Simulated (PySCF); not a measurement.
# [NS2]-: a ladder of methods

Aim: at the PBE0 minimum of singlet [NS2]-, found before, compare methods on energies and levels.

Program: PySCF 2.14.0. Level of theory: several methods, basis N def2-TZVPD, S def2-TZVPD, no relativity, density fitting. These are calculated values, not measurements.

### Step 1. Where the work starts

3 atoms, charge -1, spin multiplicity 1.

Bond lengths: N1–S2 1.626 Å, N1–S3 1.626 Å. Angles: S2–N1–S3 123.3°.

```xyz
3
charge -1 multiplicity 1
N     0.0000    0.0000   -0.6333
S     1.4314    0.0000    0.1387
S    -1.4314    0.0000    0.1387
```

### Step 2. PBE0

The steps are one call of a driver around PySCF; scf.py gives each level's set-up. Each SCF starts from the density of the minimum. The driver also runs the species with one electron less or more at the same geometry (one less: multiplicity 2); their logs are not shown.

scf.py

```python
from pyscf import gto, scf, dft
mol = gto.M(atom='''
N      0.000000     0.000000    -0.633313
S      1.431447    -0.000000     0.138689
S     -1.431447     0.000000     0.138689''',
    basis={'N': 'def2-TZVPD', 'S': 'def2-TZVPD'},
    charge=-1, spin=0)
mf = dft.RKS(mol, xc='PBE0')
mf.grids.atom_grid = (99, 590)
aux = {'N': 'def2-universal-JKFIT', 'S': 'def2-universal-JKFIT'}
mf = mf.density_fit(auxbasis=aux)
mf.kernel()
```

Log:

```text
init E= -850.848361411835
  HOMO = -0.0177477151216406  LUMO = 0.0848517212939299  gap/eV = 2.79187
cycle= 1 E= -850.848361411799  delta_E= 3.55e-11  |g|= 1.9e-05  |ddm|= 5.43e-05
  HOMO = -0.0177454722692858  LUMO = 0.0848547173617362  gap/eV = 2.79189
Extra cycle  E= -850.848361411393  delta_E= 4.06e-10  |g|= 4.63e-05  |ddm|= 3.31e-05
converged SCF energy = -850.848361411393
```

This level, with the species of one electron less or more, took 3 s on 4 threads, shared host.

* energy: -850.848361 Eh
* one electron less (charge +0): -850.757999 Eh (doublet, ⟨S²⟩ 0.76)
* Mulliken charge of N1: +0.00 e

### Step 3. HF

Changes to scf.py since step 2:

```diff
@@ -8,2 +8 @@
-mf = dft.RKS(mol, xc='PBE0')
-mf.grids.atom_grid = (99, 590)
+mf = scf.RHF(mol)
```

Log, shortened:

```text
[... the frontier levels of the middle cycles are left out ...]
init E= -849.495768850523
  HOMO = -0.110313184727915  LUMO = 0.168852380829194  gap/eV = 7.59648
cycle= 1 E= -849.516525181734  delta_E= -0.0208  |g|= 0.0763  |ddm|= 0.292
  HOMO = -0.128546385230336  LUMO = 0.168785377444554  gap/eV = 8.09081
cycle= 2 E= -849.518664696515  delta_E= -0.00214  |g|= 0.045  |ddm|= 0.101
  HOMO = -0.123616767408376  LUMO = 0.168590909892414  gap/eV = 7.95138
cycle= 3 E= -849.519451204365  delta_E= -0.000787  |g|= 0.0264  |ddm|= 0.0373
cycle= 4 E= -849.519900270873  delta_E= -0.000449  |g|= 0.00901  |ddm|= 0.0388
cycle= 5 E= -849.520022932996  delta_E= -0.000123  |g|= 0.00379  |ddm|= 0.0243
cycle= 6 E= -849.520037855024  delta_E= -1.49e-05  |g|= 0.00107  |ddm|= 0.00841
cycle= 7 E= -849.52003925544  delta_E= -1.4e-06  |g|= 0.000204  |ddm|= 0.00329
cycle= 8 E= -849.520039298361  delta_E= -4.29e-08  |g|= 6.58e-05  |ddm|= 0.000625
cycle= 9 E= -849.520039304762  delta_E= -6.4e-09  |g|= 2.57e-05  |ddm|= 0.000235
cycle= 10 E= -849.52003930567  delta_E= -9.08e-10  |g|= 9.04e-06  |ddm|= 7.57e-05
  HOMO = -0.126381072936828  LUMO = 0.168779584503297  gap/eV = 8.03173
Extra cycle  E= -849.52003930574  delta_E= -7e-11  |g|= 5.25e-06  |ddm|= 1.57e-05
converged SCF energy = -849.52003930574
```

This level, with the species of one electron less or more, took 1.3 s.

```
energy                        : -849.520039 Eh
one electron less (charge +0) : -849.436894 Eh (doublet, ⟨S²⟩ 0.86)
Mulliken charge of N1         : -0.06 e
```

### Step 4. MP2

Changes to scf.py since step 3:

```diff
@@ -11,0 +12,2 @@
+from pyscf.mp import dfmp2
+dfmp2.DFMP2(mf, frozen=11).kernel()  # the driver gives MP2 a fitting basis of its own (RI)
```

Log, shortened:

```text
[... the frontier levels of the middle cycles are left out ...]
init E= -849.495768850523
  HOMO = -0.110313184727914  LUMO = 0.168852380829194  gap/eV = 7.59648
cycle= 1 E= -849.516525181734  delta_E= -0.0208  |g|= 0.0763  |ddm|= 0.292
  HOMO = -0.128546385230336  LUMO = 0.168785377444513  gap/eV = 8.09081
cycle= 2 E= -849.518664696516  delta_E= -0.00214  |g|= 0.045  |ddm|= 0.101
  HOMO = -0.123616767408371  LUMO = 0.168590909892385  gap/eV = 7.95138
cycle= 3 E= -849.519451204365  delta_E= -0.000787  |g|= 0.0264  |ddm|= 0.0373
cycle= 4 E= -849.519900270874  delta_E= -0.000449  |g|= 0.00901  |ddm|= 0.0388
cycle= 5 E= -849.520022932996  delta_E= -0.000123  |g|= 0.00379  |ddm|= 0.0243
cycle= 6 E= -849.520037855023  delta_E= -1.49e-05  |g|= 0.00107  |ddm|= 0.00841
cycle= 7 E= -849.520039255439  delta_E= -1.4e-06  |g|= 0.000204  |ddm|= 0.00329
cycle= 8 E= -849.520039298361  delta_E= -4.29e-08  |g|= 6.58e-05  |ddm|= 0.000625
cycle= 9 E= -849.520039304763  delta_E= -6.4e-09  |g|= 2.57e-05  |ddm|= 0.000235
cycle= 10 E= -849.520039305669  delta_E= -9.07e-10  |g|= 9.04e-06  |ddm|= 7.57e-05
  HOMO = -0.12638107293683  LUMO = 0.168779584503354  gap/eV = 8.03173
Extra cycle  E= -849.52003930574  delta_E= -7.06e-11  |g|= 5.25e-06  |ddm|= 1.57e-05
converged SCF energy = -849.52003930574
```

This level, with the species of one electron less or more, took 1.5 s.

```
energy                                                              : -850.079494 Eh
one electron less (charge +0)                                       : -849.991118 Eh (doublet, ⟨S²⟩ 0.86)
MP2 correlation in its own fitting basis (same spin, opposite spin) : -0.55945 Eh (-0.14625, -0.41320)
```

### Step 5. PBE

Changes to scf.py since step 4:

```diff
@@ -8 +8,2 @@
-mf = scf.RHF(mol)
+mf = dft.RKS(mol, xc='PBE')
+mf.grids.atom_grid = (99, 590)
@@ -12,2 +12,0 @@
-from pyscf.mp import dfmp2
-dfmp2.DFMP2(mf, frozen=11).kernel()  # the driver gives MP2 a fitting basis of its own (RI)
```

Log, shortened:

```text
[... the frontier levels of the middle cycles are left out ...]
init E= -850.801014837415
  HOMO = 0.0272485989251643  LUMO = 0.0571187112350089  gap/eV = 0.81281
cycle= 1 E= -850.803908013203  delta_E= -0.00289  |g|= 0.0437  |ddm|= 0.221
  HOMO = 0.0269645454111182  LUMO = 0.0594971788449037  gap/eV = 0.88526
cycle= 2 E= -850.800370353902  delta_E= 0.00354  |g|= 0.132  |ddm|= 0.0889
  HOMO = 0.0235910496359771  LUMO = 0.054944447508275  gap/eV = 0.85317
cycle= 3 E= -850.804210522992  delta_E= -0.00384  |g|= 0.0158  |ddm|= 0.0821
cycle= 4 E= -850.804280105461  delta_E= -6.96e-05  |g|= 0.00256  |ddm|= 0.0144
cycle= 5 E= -850.804281665813  delta_E= -1.56e-06  |g|= 0.000598  |ddm|= 0.00307
cycle= 6 E= -850.804281768186  delta_E= -1.02e-07  |g|= 8.24e-05  |ddm|= 0.000674
cycle= 7 E= -850.804281770026  delta_E= -1.84e-09  |g|= 3.23e-05  |ddm|= 0.00011
cycle= 8 E= -850.804281770328  delta_E= -3.02e-10  |g|= 3.35e-06  |ddm|= 4.4e-05
  HOMO = 0.0246409564894125  LUMO = 0.0558800027269017  gap/eV = 0.85006
Extra cycle  E= -850.804281770324  delta_E= 4.89e-12  |g|= 5.64e-06  |ddm|= 7.44e-06
converged SCF energy = -850.804281770324
```

This level, with the species of one electron less or more, took 6.9 s.

- energy: -850.804282 Eh
- one electron less (charge +0): -850.722411 Eh (doublet, ⟨S²⟩ 0.75)
- Mulliken charge of N1: +0.02 e

### Step 6. CCSD(T)

Changes to scf.py since step 5:

```diff
@@ -8,2 +8 @@
-mf = dft.RKS(mol, xc='PBE')
-mf.grids.atom_grid = (99, 590)
+mf = scf.RHF(mol)
@@ -12,0 +12,3 @@
+from pyscf import cc
+mycc = cc.CCSD(mf, frozen=11).run()
+mycc.ccsd_t()
```

Log, shortened:

```text
[... the frontier levels of the middle cycles are left out ...]
init E= -849.495768850523
  HOMO = -0.110313184727912  LUMO = 0.168852380829195  gap/eV = 7.59648
cycle= 1 E= -849.516525181733  delta_E= -0.0208  |g|= 0.0763  |ddm|= 0.292
  HOMO = -0.128546385230337  LUMO = 0.168785377444523  gap/eV = 8.09081
cycle= 2 E= -849.518664696516  delta_E= -0.00214  |g|= 0.045  |ddm|= 0.101
  HOMO = -0.123616767408374  LUMO = 0.16859090989241  gap/eV = 7.95138
cycle= 3 E= -849.519451204364  delta_E= -0.000787  |g|= 0.0264  |ddm|= 0.0373
cycle= 4 E= -849.519900270875  delta_E= -0.000449  |g|= 0.00901  |ddm|= 0.0388
cycle= 5 E= -849.520022932996  delta_E= -0.000123  |g|= 0.00379  |ddm|= 0.0243
cycle= 6 E= -849.520037855024  delta_E= -1.49e-05  |g|= 0.00107  |ddm|= 0.00841
cycle= 7 E= -849.520039255439  delta_E= -1.4e-06  |g|= 0.000204  |ddm|= 0.00329
cycle= 8 E= -849.520039298361  delta_E= -4.29e-08  |g|= 6.58e-05  |ddm|= 0.000625
cycle= 9 E= -849.520039304763  delta_E= -6.4e-09  |g|= 2.57e-05  |ddm|= 0.000235
cycle= 10 E= -849.52003930567  delta_E= -9.07e-10  |g|= 9.04e-06  |ddm|= 7.57e-05
  HOMO = -0.126381072936835  LUMO = 0.168779584503231  gap/eV = 8.03173
Extra cycle  E= -849.52003930574  delta_E= -7.05e-11  |g|= 5.25e-06  |ddm|= 1.57e-05
converged SCF energy = -849.52003930574
CCSD nocc = 9, nmo = 118
Init t2, MP2 energy = -850.079451241731  E_corr(MP2) -0.559411935990533
RCCSD converged
E(RCCSD) = -850.0996215577488  E_corr = -0.5795822520087323
RCCSD(T) correction = -0.0376873693448624
```

This level, with the species of one electron less or more, took 5.2 min on 4 threads, shared host.

```
energy                                                              : -850.137309 Eh
one electron less (charge +0)                                       : -850.049550 Eh (doublet, ⟨S²⟩ 0.86)
MP2 correlation in its own fitting basis (same spin, opposite spin) : -0.55945 Eh (-0.14625, -0.41320)
CCSD, (T)                                                           : -0.57958, -0.03769 Eh; T1 0.026, D1 0.083
```

The dipole of an ion depends on the origin, here the centre of mass.

### Step 7. All levels side by side

| level | vertical ionisation energy (eV) | −ε(HOMO) (eV) | gap (eV) | dipole (D) | wall time |
| --- | --- | --- | --- | --- | --- |
| PBE0 | 2.46 | 0.48 | 2.79 | 0.18 | 3 s |
| HF | 2.26 | 3.44 | 8.03 | 0.19 | 1.3 s |
| MP2 | 2.40 | – | – | – | 1.5 s |
| PBE | 2.23 | -0.67 | 0.85 | 0.08 | 6.9 s |
| CCSD(T) | 2.39 | – | – | – | 5.2 min |

Times are for 4 threads, shared host; PBE0 starts from its own converged density, so its time is not comparable. A dash stands where a species or a free atom was not run at that level, or the quantity is not defined.

### Step 8. Summary of results

| quantity | value |
| --- | --- |
| vertical ionisation energy, CCSD(T) | 2.39 eV |
| orbital gap, range | 0.85 (PBE) to 8.03 (HF) eV |
| T1, D1 | 0.026, 0.083 |
| T1, D1 of the species with one electron less | 0.036, 0.141 |

In words: Against CCSD(T), the vertical ionisation energy is best met by MP2 (+0.02 eV) and worst by PBE (-0.16 eV). MP2 costs 1.5 s against 5.2 min for CCSD(T), a factor of about 210, and lands within 0.02 eV. PBE's −ε(HOMO), -0.7 eV, falls 3.1 eV short of the ionisation energy, while its energy difference gives 2.2 eV. T1 is large, so single-reference CCSD(T) is itself in doubt here.
